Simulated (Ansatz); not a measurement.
`CC1OCCCO1`, relaxed with RKS PBE0-D4/def2-TZVP in the Gaussian-basis code of Ansatz from a GFN2-xTB geometry. The force threshold is 0.005 eV/Å; the program also tests the step.

The species carries charge 0 and has multiplicity 1.

Start:

```xyz
17

C     1.177   -1.475    1.307
C     0.951   -0.158    0.568
O    -0.206    0.435    1.088
C    -0.695    1.466    0.255
C    -1.186    0.888   -1.085
C    -0.452   -0.445   -1.294
O     0.878   -0.346   -0.832
H     1.280   -1.276    2.369
H     0.327   -2.133    1.151
H     2.077   -1.950    0.929
H     1.822    0.511    0.715
H    -1.501    1.941    0.814
H     0.105    2.200    0.081
H    -0.956    1.581   -1.892
H    -2.261    0.713   -1.067
H    -0.383   -0.708   -2.349
H    -0.978   -1.247   -0.758
```

(1) How much energy does the relaxation release, and in how many steps? (An estimate is asked.)

(2) Which bonds change most? (Estimate.)

(3) Give the relaxed structure. (Estimate.)

Answers

(1) The calculation gave: 0.46 kcal/mol, in 9 steps, 1 of them rejected.

(2) The calculation gave: C1–C2 from 1.527 to 1.507 Å; C4–C5 from 1.540 to 1.529 Å; C5–C6 from 1.536 to 1.525 Å; C2–H11 from 1.108 to 1.102 Å.

(3) Computed: 
```xyz
17

C     1.164   -1.465    1.293
C     0.951   -0.154    0.582
O    -0.218    0.429    1.088
C    -0.674    1.468    0.243
C    -1.192    0.870   -1.065
C    -0.445   -0.441   -1.287
O     0.884   -0.315   -0.823
H     1.227   -1.301    2.370
H     0.333   -2.144    1.092
H     2.090   -1.924    0.946
H     1.803    0.525    0.742
H    -1.452    1.999    0.793
H     0.147    2.172    0.050
H    -1.014    1.565   -1.890
H    -2.268    0.681   -1.016
H    -0.377   -0.700   -2.344
H    -0.958   -1.264   -0.774
```
